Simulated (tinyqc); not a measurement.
A ladder of methods, and size consistency: correlation methods against full CI in the sto-3g basis, for H2O, spin multiplicity 1. Computed by the program tinyqc with PySCF. All electrons correlated; +Q is the Davidson correction (1 - c0^2) E_corr. The last columns treat two copies 100 angstrom apart as one system. FCI is the lowest singlet.

Geometry (angstrom):
```
atom       x        y       z
O     0.0000   0.0000  0.0000
H     0.0000   0.6670  0.6220
H     0.0000  -0.6670  0.6220
```

RHF energy of one = -74.947264 hartree

Correlation energies (hartree):
```
method   E_corr of one  share of FCI (%)  E_corr of two at 100 angstrom  two minus twice one (mhartree)
MP2          -0.033586           73.2044                      -0.067173                          0.0000
CISD         -0.045323           98.7845                      -0.088738                          1.9072
CISD+Q       -0.046319          100.9560                      -0.092391                          0.2468
CCSD         -0.045791           99.8045                      -0.091581                          0.0000
CCSD(T)      -0.045843           99.9189                      -0.091686                          0.0000
FCI          -0.045880          100.0000                              -                               -
```

What does the comparison show, and why?

MP2 recovers 73 %, CISD 98.8 % and CCSD 99.8 % of the FCI value (c0^2 = 0.978 in CISD). MP2 and coupled cluster are size consistent, so their last column vanishes; CISD loses 1.91 mhartree, since a double excitation on each copy is a quadruple of the pair, and the Davidson correction leaves +0.25.
